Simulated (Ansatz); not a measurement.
`[F][AlH][SH]` + H₂O → `[OH][AlH][SH]` + H–F at 400 K and 1 bar (formal hydrolysis of the Al–F bond).

Gas-phase electronic energies from Ansatz, PBE0-D4/def2-TZVP geometries. CCSD(T)/CBS is the MP2 limit (def2-TZVPP, def2-QZVPP) plus CCSD(T) − MP2 in def2-TZVPP, frozen cores. This one scheme is used for every species. Each species was taken in one conformer, which may not be the lowest.

```tsv
species	CCSD(T)/CBS energy (Eh)	H − E (kJ/mol)	S (J/(mol·K))
`[F][AlH][SH]`	-740.90186	71.8	313.9
H₂O	-76.37941	69.8	198.6
`[OH][AlH][SH]`	-716.86665	103.8	325.7
H–F	-100.39570	36.5	182.2
```

H − E and S are ideal-gas, rigid-rotor, harmonic terms from PBE0-D4/def2-TZVP, for one conformer and one mirror image of each species. 1 Eh = 2625.50 kJ/mol, R = 8.31446 J/(mol·K).

Task: By hand: ΔE, ΔH, ΔS and ΔG.

Result: ΔE = (-716.86665) + (-100.39570) − (-740.90186) − (-76.37941) = 0.01892 Eh = 49.7 kJ/mol. Δ(H − E) = 103.8 + 36.5 − 71.8 − 69.8 = -1.3, so ΔH = 48.4 kJ/mol. ΔS = 325.7 + 182.2 − 313.9 − 198.6 = -4.6 J/(mol·K). ΔG = 48.4 − 400 × (-4.6)/1000 = 50.2 kJ/mol.

Task: By hand: the equilibrium constant, and the temperature at which ΔG would vanish if ΔH and ΔS stayed fixed.

Result: log₁₀ K = −ΔG/(RT ln 10) = -6.6. ΔH and −TΔS have one sign here, so there is no such temperature.

The number of gas molecules stays the same, so ΔS is small and ΔH decides. A doubt of 5 kJ/mol in ΔE shifts log₁₀ K by 0.7 here. Other conformers and mirror images would add mixing entropy, several J/(mol·K) or more a flexible species. These are equilibria of isolated gas molecules and say nothing of rates. Largest T1 diagnostic: 0.012 (customary marks: 0.02 for closed shells, 0.045 for open ones).

ΔS is within the doubt of such terms, so its sign, and with it that verdict, could turn.
